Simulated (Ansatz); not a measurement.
The input, for Ansatz 0.2.0:

```yaml
crystal:
  periodic: [false, false, false]
  atoms:
    - {symbol: B, position_ang: [0.000000, 0.535353, 1.574476]}
    - {symbol: Ge, position_ang: [0.000000, 0.049350, -0.507987]}
    - {symbol: N, position_ang: [0.000000, -0.770467, 1.248606]}
    - {symbol: H, position_ang: [0.000000, 1.408034, 2.370817]}
basis:
  gaussian: {orbitals: cc-pVDZ}
magnetization: {spin_polarized: true, initial_magnetization: 1}
hamiltonian: {pseudopotentials: {relativity: none}}
correlation: {method: mp2, electrons: outside_noble_gas}
```

```sh
$ ansatz run in.yaml --threads 1 --pin off --events-out ev --progress --plain --max-ram 2393MiB
```

The program prints:

```
640 factors; integrals over basis functions are off by at most 7.7e-4 eV
mean field evaluation 1: about -58636.4606 eV, gradient 2.8e1 eV
mean field evaluation 2: about -58636.5391 eV, gradient 2.8e1 eV
mean field evaluation 4: about -58640.8450 eV, gradient 2.6e0 eV
mean field evaluation 8: about -58640.9686 eV, gradient 2.8e-1 eV
mean field evaluation 16: about -58640.9740 eV, gradient 3.6e-6 eV
mean field evaluation 32: about -58640.9729 eV, gradient 1.3e-1 eV
mean field -58640.97403470 eV, -2155.0160474954 hartree, gradient 3.6e-6 eV, S^2 0.778132; 8 other end points of the search recorded, 0 dependent functions left out
16 core orbitals not correlated: weight in the atoms' cores, before any rotation towards them, 0.999 or more for the frozen orbitals, at most 0.002 for the correlated occupied ones
reference -58640.97403470 eV, -2155.0160474954 hartree; 7, 6 occupied and 37, 38 virtual orbitals, 640 factors
second order -8.54962606 eV of doubles, -0.00000000 eV of singles
Total energy: -58649.52366076 eV, -2155.3302404579 hartree
```

Ran on 1 thread of Arm Neoverse N1, shared host: 4 s wall, 0.13 GiB peak host memory.
